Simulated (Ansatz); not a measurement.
AlCCl, triplet: the ladder up to UCCSDT(Q)

Geometry: displaced at random from a stationary point.

```xyz
3

Al   -0.0154   -0.0090    1.8669
C    -0.0163   -0.0252   -0.0894
Cl    0.0317    0.0342   -1.7774
```

Basis cc-pVDZ; Ansatz 0.2.0. Correlated methods freeze the noble-gas cores, which leaves 14 electrons in 39 orbitals. Prefix R: restricted or restricted open-shell reference; prefix U: unrestricted.

Full CI isn't at hand for all of this; UCCSDT(Q) serves as the reference, and is uncertain by about the last step of the cluster series. The frozen core follows each run's orbitals, which can shift R against U totals by a few meV.

For open shells CISD is restricted-active-space CI with the open shells as a complete middle space.

* UHF ⟨S²⟩: 2.046
* T1 diagnostic (RCCSD): 0.0297
* largest doubles amplitude (RCCSD): 0.089
* T1 diagnostic (UCCSD): 0.0278

```csv
level,E − E(UCCSDT(Q)) (kJ/mol),share of correlation (%),wall time
RHF,846.3,0.00,–
UHF,822.6,2.80,–
RMP2,130.0,84.64,–
UMP2,133.6,84.21,–
CISD,118.8,85.97,9 s
RCCSD,31.6,96.27,–
UCCSD,31.1,96.32,–
RCCSD(T),5.9,99.30,10 s
UCCSD(T),6.1,99.27,11 s
BCCD(T),5.6,99.34,7.5 s
RCCSDT,2.2,99.74,–
UCCSDT,2.2,99.75,–
RCCSDT(Q),0.3,99.96,60 s
```

The correlation energy at UCCSDT(Q), counted from RHF, is -8.771 eV. That run took 55 s on 1 thread of Arm Neoverse V1, shared host.

Times hold each run's SCF and search for its determinant on a shared host, so for small cases they say little of a method's own cost; they ran on 1 thread of Arm Neoverse V1.
